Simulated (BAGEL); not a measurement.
# HNO3 (peroxynitrous acid) at PBE0/6-311+G(d,p) (density fitting with qzvpp-jkfit)

Aim: the energy change on altering one bond length of HNO3 (peroxynitrous acid) at PBE0/6-311+G** (density fitting with qzvpp-jkfit), from 2 runs. 

Program for the calculation: BAGEL 1.2.2.

### Step 1. The system as given

The species is HNO3 (5 atoms), meant as a singlet with charge 0. As SMILES, `O=NOO`. The shape is that of a GFN2-xTB optimisation. This is one conformer, not always the lowest.

Bond lengths: O1–N2 1.201 Å, N2–O3 1.273 Å, O3–O4 1.436 Å, O4–H5 0.984 Å. Angles: O1–N2–O3 119.9°, N2–O3–O4 119.3°, O3–O4–H5 102.4°.

### Step 2. A single-point energy at PBE0/6-311+G(d,p) (density fitting with qzvpp-jkfit)

job.json reads:

```json
{ "bagel" : [

{
  "title" : "molecule",
  "basis" : "6-311+gss.json",
  "df_basis" : "qzvpp-jkfit",
  "angstrom" : true,
  "geometry" : [
    { "atom" : "O", "xyz" : [       0.065910,      -0.913420,       1.047340 ] },
    { "atom" : "N", "xyz" : [      -0.887330,      -0.616080,       0.379900 ] },
    { "atom" : "O", "xyz" : [      -0.768700,       0.249290,      -0.545570 ] },
    { "atom" : "O", "xyz" : [       0.510450,       0.860430,      -0.776300 ] },
    { "atom" : "H", "xyz" : [       1.079670,       0.419780,      -0.105350 ] }
  ]
},

{
  "title" : "ks",
  "xc_func" : "pbe0"
},

{
  "title" : "print",
  "file" : "orbitals.molden",
  "orbitals" : true
}

]}
```

The basis set 6-311+G** is read from a file made from the Basis Set Exchange's data (not shown).

On the command line:

```bash
$ BAGEL_NUM_THREADS=1 BAGEL job.json > job.out
```

Log:

```text
* using 1 threads per process

  ===============================================================
  ===============================================================

  *** Geometry ***

  { "atom" : "O", "xyz" : [      0.124552,     -1.726114,      1.979186 ] },
  { "atom" : "N", "xyz" : [     -1.676811,     -1.164222,      0.717907 ] },
  { "atom" : "O", "xyz" : [     -1.452632,      0.471090,     -1.030978 ] },
  { "atom" : "O", "xyz" : [      0.964611,      1.625977,     -1.466994 ] },
  { "atom" : "H", "xyz" : [      2.040281,      0.793269,     -0.199083 ] },

  Number of auxiliary basis functions:      326

  Since a DF basis is specified, we compute 2- and 3-index integrals:
    o Being stored without compression. Storage requirement is 0.023 GB

  Number of basis functions:       94
  Number of electrons      :       32

    * METHOD: MOLECULE                             0.10

  *** Kohn-Sham DFT ***

    * Removing 8190 points whose weight is below 1.00e-10
    * Grid points: 66340

  === Nuclear Repulsion ===
   123.3691381201

       - DIIS with orbital gradients will be used.

  === KS iteration (pbe0 / 6-311+gss.json) ===
      0       -240.81549946          0.25458063           0.21
      1       -229.09016938          0.18388468           0.21
      2       -239.10256895          0.21390353           0.21
      3       -276.73427056          0.10445161           0.21
      4       -267.45497107          0.15211275           0.21
      5       -277.30693983          0.08509725           0.21
      6       -277.80167909          0.08106265           0.21
      7       -279.46135432          0.05855365           0.21
      8       -280.49253879          0.02094903           0.21
      9       -280.57293326          0.01388768           0.21
     10       -280.61614583          0.00565421           0.21
     11       -280.62351208          0.00150030           0.21
     12       -280.62418485          0.00032158           0.21
     13       -280.62420654          0.00017349           0.21
     14       -280.62421350          0.00003430           0.21
     15       -280.62421385          0.00000839           0.21
     16       -280.62421386          0.00000641           0.21
     17       -280.62421388          0.00000147           0.21
     18       -280.62421388          0.00000070           0.21
     19       -280.62421388          0.00000052           0.21
     20       -280.62421388          0.00000010           0.21
     21       -280.62421388          0.00000004           0.21
     22       -280.62421388          0.00000001           0.21
     23       -280.62421388          0.00000001           0.21
    * SCF iteration converged.

    * Permanent dipole moment:
           (   -0.352541,    -0.041395,    -0.062958) a.u.

    * METHOD: KS                                   5.29

    * METHOD: PRINT                                0.01

  ===============================================================
```

It took 5.7 s on 1 thread of Arm Neoverse V2, shared host; peak memory 0.3 GiB.

### Step 3. The distorted shape at the same level

calc.json reads:

```json
{ "bagel": [

{
  "title": "molecule",
  "basis": "6-311+gss.json",
  "df_basis": "qzvpp-jkfit",
  "angstrom": true,
  "geometry": [
    { "atom": "O", "xyz": [   -0.573623,   -1.218970,    1.162697 ] },
    { "atom": "N", "xyz": [   -1.526863,   -0.921630,    0.495257 ] },
    { "atom": "O", "xyz": [   -1.408233,   -0.056260,   -0.430213 ] },
    { "atom": "O", "xyz": [    0.510450,    0.860430,   -0.776300 ] },
    { "atom": "H", "xyz": [    1.079670,    0.419780,   -0.105350 ] }
  ]
},
{ "title": "ks", "xc_func": "pbe0" },
{ "title": "print", "file": "orbitals.molden", "orbitals": true }

]}
```

The basis set 6-311+G** is read from a file made from the Basis Set Exchange's data (not shown).

On the command line:

```bash
$ BAGEL_NUM_THREADS=1 BAGEL calc.json > calc.out
```

Log:

```text
* using 1 threads per process

  ===============================================================
  ===============================================================

  *** Geometry ***

  { "atom" : "O", "xyz" : [     -1.083990,     -2.303519,      2.197179 ] },
  { "atom" : "N", "xyz" : [     -2.885353,     -1.741628,      0.935900 ] },
  { "atom" : "O", "xyz" : [     -2.661175,     -0.106316,     -0.812985 ] },
  { "atom" : "O", "xyz" : [      0.964611,      1.625977,     -1.466994 ] },
  { "atom" : "H", "xyz" : [      2.040281,      0.793269,     -0.199083 ] },

  Number of auxiliary basis functions:      326

  Since a DF basis is specified, we compute 2- and 3-index integrals:
    o Being stored without compression. Storage requirement is 0.023 GB

  Number of basis functions:       94
  Number of electrons      :       32

    * METHOD: MOLECULE                             0.10

  *** Kohn-Sham DFT ***

    * Removing 7240 points whose weight is below 1.00e-10
    * Grid points: 67290

  === Nuclear Repulsion ===
   109.3290734601

       - DIIS with orbital gradients will be used.

  === KS iteration (pbe0 / 6-311+gss.json) ===
      0       -216.51398746          0.24904589           0.21
      1       -164.20694036          0.22639549           0.21
      2       -234.85699957          0.20780129           0.21
      3       -262.02877101          0.06039059           0.22
      4       -221.64318419          0.25320122           0.21
      5       -229.59908577          0.20154440           0.21
      6       -234.09059788          0.17586633           0.21
      7       -235.33511173          0.17495778           0.21
      8       -235.36255518          0.17495439           0.21
      9       -241.97521848          0.18463191           0.21
     10       -270.51662844          0.08761690           0.21
     11       -266.79159928          0.13266096           0.21
     12       -275.43009724          0.08901539           0.21
     13       -277.98083611          0.08363179           0.21
     14       -276.40548944          0.07630888           0.22
     15       -279.56793295          0.05194451           0.21
     16       -272.68320005          0.12716597           0.21
     17       -280.25800151          0.03023090           0.21
     18       -280.51807401          0.01342466           0.21
     19       -280.54733717          0.00921966           0.22
     20       -280.56132017          0.00486489           0.21
     21       -280.56683716          0.00164288           0.21
     22       -280.56756715          0.00028610           0.21
     23       -280.56759331          0.00003306           0.21
     24       -280.56759337          0.00003650           0.22
     25       -280.56759377          0.00000734           0.21
     26       -280.56759380          0.00000314           0.21
     27       -280.56759380          0.00000270           0.21
     28       -280.56759380          0.00000119           0.21
     29       -280.56759380          0.00000140           0.21
     30       -280.56759380          0.00000018           0.21
     31       -280.56759380          0.00000012           0.21
     32       -280.56759380          0.00000002           0.20
     33       -280.56759380          0.00000001           0.21
     34       -280.56759380          0.00000001           0.20
    * SCF iteration converged.

    * Permanent dipole moment:
           (   -0.068823,     0.444313,    -0.505727) a.u.

    * METHOD: KS                                   7.67

    * METHOD: PRINT                                0.01

  ===============================================================
```

It took 8.1 s on 1 thread of Arm Neoverse V2, shared host; peak memory 0.3 GiB.

### Step 4. Results

At PBE0/6-311+G** (density fitting with qzvpp-jkfit):

```
                                                         quantity          value
                                        first shape: total energy  -280.62421 Eh
                                       first shape: dipole moment         0.92 D
                                         first shape: HOMO energy       -9.04 eV
                                         first shape: LUMO energy       -2.54 eV
                                       first shape: HOMO–LUMO gap        6.50 eV
                                    distorted shape: total energy  -280.56759 Eh
                                   distorted shape: dipole moment         1.72 D
                                     distorted shape: HOMO energy       -9.38 eV
                                     distorted shape: LUMO energy       -6.04 eV
                                   distorted shape: HOMO–LUMO gap        3.33 eV
energy change with the O3–O4 bond stretched from 1.436 to 2.154 Å       1.541 eV
```

What this shows: One bond (distorted shape) is far stretched, which a spin-restricted single reference describes badly; a broken-symmetry solution may lie lower. With the O3–O4 bond stretched from 1.436 to 2.154 Å the energy rises by 1.54 eV (36 kcal/mol). The first shape isn't relaxed at this level, so the change isn't measured from a minimum. A restricted reference can't describe the breaking bond well at this length.
